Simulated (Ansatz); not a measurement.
The same path of CH$_{6}$AlN (9 atoms, charge 0, multiplicity 1) was run twice with different band settings. Lost on the way: Al1–H5. Made: N2–H5.

All numbers below come from RKS PBE0-D4/def2-TZVP in Ansatz.

Relaxed end points:

```xyz
9
Properties=species:S:1:pos:R:3
Al 0.454 -0.111 -0.074
N 0.781 0.137 1.649
H 0.083 0.321 2.351
H 1.695 0.104 2.070
H 1.714 -0.391 -0.999
C -1.376 -0.024 -0.740
H -1.691 -0.993 -1.140
H -2.093 0.262 0.035
H -1.466 0.694 -1.560
```

```xyz
9
Properties=species:S:1:pos:R:3
Al 0.511 0.659 -1.056
N 1.008 -0.017 1.019
H 0.468 0.518 1.695
H 0.760 -0.994 1.145
H 1.990 0.094 1.244
C -1.370 0.032 -0.675
H -1.409 -1.042 -0.439
H -1.815 0.560 0.182
H -2.044 0.190 -1.524
```

Common settings: movable images 7; climbing image yes; spring 5.0 eV/Å²; optimiser quadratic models (default); start path through a guess of the saddle point; iteration limit 60; end points relaxed.

| run | force threshold |
| --- | --- |
| 1 | 0.05 eV/Å |
| 2 | 0.2 eV/Å |

**Question.** What does each run give, and how far can it be trusted?

**Answer.** Run 1: converged after 26 iterations, highest image 3.002 eV above the first end. The profile has 2 maxima (images 2, 5) with wells between them (image 3): this band takes more than one step, which may be the mechanism or a detour left from its start path. Neighbouring images differ by up to 2.5 eV, so the band resolves the path poorly. A vibrational analysis at the climbing image gives one clearly imaginary mode, 1450i cm⁻¹: a first-order saddle point.
Run 2: converged after 27 iterations, highest image 3.004 eV above the first end. The threshold of 0.2 eV/Å is loose, so the images may lie well off the minimum-energy path. The profile has 2 maxima (images 2, 5) with wells between them (image 3): this band takes more than one step, which may be the mechanism or a detour left from its start path. Neighbouring images differ by up to 2.6 eV, so the band resolves the path poorly. Another band between the same ends (7 images) ends at a top of the same energy, where a vibrational analysis finds 1 clearly imaginary mode.
The orbitals stay closed-shell, which can raise the energy where a bond breaks towards radicals; this wasn't checked here.
